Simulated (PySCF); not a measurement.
ClNa, charge +1, multiplicity 2. Atoms are numbered in the order given.

```xyz
2

Na     0.0000     0.0000    -1.6982
Cl     0.0000     0.0000     1.0988
```
Charge +1, spin multiplicity 2.

The structure is a stationary point at PBE0-D3(BJ)/def2-TZVPD. The spin state was assumed, not searched.

These are PBE/def2-TZVPD (PySCF) values and carry that method's errors.

Isolated molecule, no solvent.

Task: Estimate the frontier levels, dipole moment. (An estimate is asked for; the answer gives what the named calculation found.)

Result: 
* **α spin, highest occupied and lowest empty level**: -13.64 and -6.75 eV
* **β spin, highest occupied and lowest empty level**: -13.23 and -12.84 eV
* **dipole moment about the centre of nuclear charge**: 1.400 e·Å
* **⟨S²⟩**: 0.753 (pure state 0.75)
